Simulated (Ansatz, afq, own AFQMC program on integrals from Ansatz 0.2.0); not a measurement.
Two steps: Ansatz 0.2.0 writes the Fock matrix and Cholesky factors of the valence space, and afq projects on them the lowest state that overlaps trial and start.

```yaml
crystal:
  periodic: [false, false, false]
  atoms:
    - {symbol: B, position_ang: [0.000000, 0.000000, 0.000000]}
    - {symbol: H, position_ang: [0.000000, 0.000000, 1.359000]}
basis:
  gaussian: {orbitals: aug-cc-pVDZ}
total_charge: -1
magnetization: {spin_polarized: false, initial_magnetization: 1}
correlation: {method: ccsd_t, electrons: outside_noble_gas, hamiltonian_folder: ham}
```

```sh
$ ansatz run in.yaml --threads 1 --pin off --events-out ev --progress --plain --max-ram 16896MiB --backend cuda --devices 0, --max-vram 18GiB
```

Options of the walk:

```
--method phaseless --trial cisd --walkers 10 --populations 1 --least-time 40 --time-step 0.05 --steps-per-block 5 --equilibration-blocks 30 --max-blocks 300 --target-error 0.00054 --factor-cut 1e-05 --start spin_pure --seed 2038 --taylor-order 2
```

Times are imaginary, in 1/Eh. The walk had a cap of 60 s.

```
orbitals 31  electrons 3 2  factors 217 of 315
reference energy -25.10617479 Eh
CCSD correlation -0.10600523 Eh in 12 cycles, weight of the determinant in the CISD state 0.9038
energy of the start -25.212182 Eh
 block  time / (1/Eh)  mean weight  energy / Eh
     1     0.250  1.0244  -25.211736
     2     0.500  1.0038  -25.212439
     3     0.750  1.0156  -25.212751
     4     1.000  0.9864  -25.213998
     5     1.250  1.0150  -25.215535
     8     2.000  0.9733  -25.216398
    17     4.250  1.0005  -25.213114
    41    10.250  0.9898  -25.215551
    65    16.250  0.9899  -25.223257
    89    22.250  1.0626  -25.213376
   113    28.250  1.0125  -25.217253
   137    34.250  1.0061  -25.212862
   161    40.250  1.0169  -25.214583
   185    46.250  0.9803  -25.212925
   209    52.250  1.0227  -25.212263
   233    58.250  1.0039  -25.212262
   241    60.250  0.9276  -25.209104
   257    64.250  1.0160  -25.218934
   273    68.250  1.0453  -25.234349
   281    70.250  0.9999  -25.215632
   305    76.250  0.9624  -25.212231
   329    82.250  1.0387  -25.210979
blocks merged  error / Eh  count
     1  0.000450  300
     2  0.000543  150
     4  0.000692  75
     8  0.000855  37
    16  0.001022  18
    32  0.000865  9
energy -25.216428 +/- 0.001022 Eh
(rows thinned)
```

The run passed its tests (sampling time, drift between the halves within three errors, error under three times the target), which doesn't prove that it has relaxed.

Against this walk (error 27.8 meV) on the same determinant: CCSD(T) 20.7 meV higher (within the noise), CCSDT(Q) 10.8 meV lower (within the noise), CCSDTQ 11.5 meV lower (within the noise), full CI 11.7 meV lower (within the noise), a separate phaseless walk with a CISD trial and standard settings 8.8 ± 28.0 meV higher (within the noise). The error is statistical and leaves out the bias of the constraint.

A setting was made bad on purpose (series of the exponential too short), so the walk's energy isn't to be trusted.

Cautions: constraint bias not in the error; error above the target (27.8 against 14.7 meV); a spin-contaminated unrestricted determinant lies lower (UHF 123 meV lower, ⟨S²⟩ 1.07); so few walkers bias the energy; the time-step error isn't removed.

CCSDT and higher add their correlation energy to the determinant of the CCSD(T) run, since their own runs factorise the integrals more tightly (a shift of under 2 meV). A walk keeps the symmetry of its determinant, which the program's search chose and which needn't be the lowest solution, so a lower state of the same spin and another symmetry isn't excluded.
